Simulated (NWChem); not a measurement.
System: CS; SMILES [C-]#[S+]

Here is an NWChem input.

```
start job
memory heap 200 mb stack 900 mb global 1100 mb
geometry units angstroms noautosym nocenter noautoz
  C      0.000000     0.000000    -1.110357
  S      0.000000     0.000000     0.418932
end
basis spherical
  * library aug-cc-pvdz
end
dft
  xc pbe0
  iterations 150
end
property
  response 1 0.0428
end
task dft property
```

Parts of the log:

```
             Northwest Computational Chemistry Package (NWChem) 7.3.0
             --------------------------------------------------------

                             Geometry "geometry" -> ""
                             -------------------------

 Output coordinates in angstroms (scale by  1.889725989 to convert to a.u.)

  No.       Tag          Charge          X              Y              Z
 ---- ---------------- ---------- -------------- -------------- --------------
    1 C                    6.0000     0.00000000     0.00000000    -1.11035700
    2 S                   16.0000     0.00000000     0.00000000     0.41893200

 Effective nuclear repulsion energy (a.u.)      33.2187153010

                              NWChem Property Module
                              ----------------------

                                 NWChem DFT Module
                                 -----------------

 Summary of "ao basis" -> "ao basis" (spherical)
 ------------------------------------------------------------------------------
       Tag                 Description            Shells   Functions and Types
 ---------------- ------------------------------  ------  ---------------------
 C                        aug-cc-pvdz                9       23   4s3p2d
 S                        aug-cc-pvdz               11       27   5s4p2d

            General Information
            -------------------
          SCF calculation type: DFT
          Wavefunction type:  closed shell.
          No. of atoms     :     2
          No. of electrons :    22
           Alpha electrons :    11
            Beta electrons :    11
          Charge           :     0
          Spin multiplicity:     1
          Use of symmetry is: off; symmetry adaption is: off
          Maximum number of iterations: 150
          AO basis - number of functions:    50
                     number of shells:    20
          Convergence on energy requested:  1.00D-06
          Convergence on density requested:  1.00D-05
          Convergence on gradient requested:  5.00D-04

              XC Information
              --------------
                         PBE0 Method XC Functional
                     Hartree-Fock (Exact) Exchange  0.250
          PerdewBurkeErnzerhof Exchange Functional  0.750
            Perdew 1991 LDA Correlation Functional  1.000 local
           PerdewBurkeErnz. Correlation Functional  1.000 non-local

             Grid Information
             ----------------
          Grid used for XC integration:  medium
          Radial quadrature: Mura-Knowles
          Angular quadrature: Lebedev.
          Tag              B.-S. Rad. Rad. Pts. Rad. Cut. Ang. Pts.
          ---              ---------- --------- --------- ---------
          C                   0.70       49          11.0       434
          S                   1.00       88          11.0       590
          Grid pruning is: on
          Number of quadrature shells:   137
          Spatial weights used:  Erf1

      Superposition of Atomic Density Guess
      -------------------------------------

 Sum of atomic energies:        -435.14585570

      Non-variational initial energy
      ------------------------------

 Total energy =    -435.472744
 1-e energy   =    -665.533137
 2-e energy   =     196.841677
 HOMO         =      -0.306207
 LUMO         =      -0.037241

   convergence    iter        energy       DeltaE   RMS-Dens  Diis-err
 ---------------- ----- ----------------- --------- --------- ---------
 d= 0,ls=0.0,diis     1   -436.0101003045 -4.69D+02  1.37D-02  1.70D-01
 d= 0,ls=0.0,diis     2   -435.9743837868  3.57D-02  9.38D-03  3.95D-01
 d= 0,ls=0.0,diis     3   -436.0236234950 -4.92D-02  2.98D-03  4.99D-02
 d= 0,ls=0.0,diis     4   -436.0312242197 -7.60D-03  4.34D-04  9.16D-04
 d= 0,ls=0.0,diis     5   -436.0313600276 -1.36D-04  8.51D-05  2.06D-05
  Resetting Diis
 d= 0,ls=0.0,diis     6   -436.0313635607 -3.53D-06  1.08D-05  4.01D-07
 d= 0,ls=0.0,diis     7   -436.0313636326 -7.19D-08  7.61D-06  3.29D-08

         Total DFT energy =     -436.031363632636
      One electron energy =     -666.047671698816
           Coulomb energy =      227.576703376394
    Exchange-Corr. energy =      -30.779110611227
 Nuclear repulsion energy =       33.218715301013

 Numeric. integr. density =       22.000001070386

                       DFT Final Molecular Orbital Analysis
                       ------------------------------------

 Vector    9  Occ=2.000000D+00  E=-3.735426D-01
              MO Center=  2.1D-11,  3.2D-12, -6.9D-02, r^2= 1.6D+00
   Bfn.  Coefficient  Atom+Function         Bfn.  Coefficient  Atom+Function
  ----- ------------  ---------------      ----- ------------  ---------------
    32      0.371662  2 S  px                33      0.305526  2 S  py
    35      0.272665  2 S  px                 5      0.246041  1 C  px
    36      0.224145  2 S  py                 6      0.202259  1 C  py
     8      0.130987  1 C  px                 9      0.107678  1 C  py
    44      0.038088  2 S  d  1              42     -0.031310  2 S  d -1

 Vector   10  Occ=2.000000D+00  E=-3.735426D-01
              MO Center=  1.1D-09, -1.3D-09, -6.9D-02, r^2= 1.6D+00
   Bfn.  Coefficient  Atom+Function         Bfn.  Coefficient  Atom+Function
  ----- ------------  ---------------      ----- ------------  ---------------
    33      0.371662  2 S  py                32     -0.305526  2 S  px
    36      0.272665  2 S  py                 6      0.246041  1 C  py
    35     -0.224145  2 S  px                 5     -0.202259  1 C  px
     9      0.130987  1 C  py                 8     -0.107678  1 C  px
    42     -0.038088  2 S  d -1              44     -0.031310  2 S  d  1

 Vector   11  Occ=2.000000D+00  E=-3.286302D-01
              MO Center=  1.2D-09, -1.3D-09, -1.1D+00, r^2= 1.7D+00
   Bfn.  Coefficient  Atom+Function         Bfn.  Coefficient  Atom+Function
  ----- ------------  ---------------      ----- ------------  ---------------
     7     -0.468712  1 C  pz                 3      0.449239  1 C  s
    34      0.327517  2 S  pz                 2      0.234333  1 C  s
    37      0.223811  2 S  pz                10     -0.197000  1 C  pz
     4      0.130551  1 C  s                 26     -0.043892  2 S  s
    27      0.043821  2 S  s                 16     -0.033320  1 C  d  0

 Vector   12  Occ=0.000000D+00  E=-8.497408D-02
              MO Center=  3.1D-10, -3.8D-10, -4.0D-01, r^2= 2.5D+00
   Bfn.  Coefficient  Atom+Function         Bfn.  Coefficient  Atom+Function
  ----- ------------  ---------------      ----- ------------  ---------------
     5      0.387947  1 C  px                 6      0.343196  1 C  py
     8      0.339878  1 C  px                35     -0.327101  2 S  px
     9      0.300673  1 C  py                36     -0.289369  2 S  py
    32     -0.243426  2 S  px                33     -0.215346  2 S  py
    38     -0.192200  2 S  px                11      0.189257  1 C  px

 Vector   13  Occ=0.000000D+00  E=-8.497407D-02
              MO Center=  6.8D-09, -7.7D-09, -4.0D-01, r^2= 2.5D+00
   Bfn.  Coefficient  Atom+Function         Bfn.  Coefficient  Atom+Function
  ----- ------------  ---------------      ----- ------------  ---------------
     6      0.387947  1 C  py                 5     -0.343196  1 C  px
     9      0.339878  1 C  py                36     -0.327101  2 S  py
     8     -0.300673  1 C  px                35      0.289369  2 S  px
    33     -0.243426  2 S  py                32      0.215346  2 S  px
    39     -0.192200  2 S  py                12      0.189257  1 C  py

 Vector   14  Occ=0.000000D+00  E= 2.528214D-02
              MO Center=  1.2D-08, -6.0D-09,  2.0D+00, r^2= 8.6D+00
   Bfn.  Coefficient  Atom+Function         Bfn.  Coefficient  Atom+Function
  ----- ------------  ---------------      ----- ------------  ---------------
     4      4.391909  1 C  s                 28     -3.667573  2 S  s
    40      1.984446  2 S  pz                13      1.318022  1 C  pz
    27     -0.895597  2 S  s                 10      0.645417  1 C  pz
     3      0.610212  1 C  s                 37      0.564032  2 S  pz
    48     -0.143609  2 S  d  0              26     -0.129402  2 S  s

     Multipole analysis of the density
     ---------------------------------

     L   x y z        total         alpha         beta         nuclear
     -   - - -        -----         -----         ----         -------
     0   0 0 0     -0.000000    -11.000000    -11.000000     22.000000

     1   1 0 0     -0.000000     -0.000000     -0.000000      0.000000
     1   0 1 0      0.000000      0.000000      0.000000      0.000000
     1   0 0 1      0.742754      0.332855      0.332855      0.077044

     2   2 0 0    -13.617614     -6.808807     -6.808807      0.000000
     2   1 1 0     -0.000000     -0.000000     -0.000000      0.000000
     2   1 0 1      0.000000      0.000000      0.000000      0.000000
     2   0 2 0    -13.617614     -6.808807     -6.808807      0.000000
     2   0 1 1     -0.000000     -0.000000     -0.000000      0.000000
     2   0 0 2    -15.305163    -25.874688    -25.874688     36.444212

 *** CALLING NEW AORESP DRIVER FOR CLOSED AND OPEN SHELLS ***
 Entering AOResponse driver routine

--------------------------------------------------------------------------------

[...]

 DFT Linear Response polarizability / au
 Frequency  =       0.0428000 / au
 Wavelength =    1064.5643224 / nm
              X              Y              Z
 -----------------------------------------------
 X      23.2646781      0.0000001     -0.0000002
 Y       0.0000001     23.2646781      0.0000003
 Z      -0.0000002      0.0000003     37.6085010
 -----------------------------------------------
 Eigenvalues =      23.2646782     23.2646780     37.6085010
 Isotropic   =      28.0459524
 Anisotropic =      14.3438229
 -----------------------------------------------

 Magnetic Dipole Response Matrix (nonzero elements):

 Exiting AOResponse driver routine
```

Level: PBE0/aug-cc-pVDZ. Coordinates come from a PBE0-D3(BJ)/def2-TZVP optimisation.
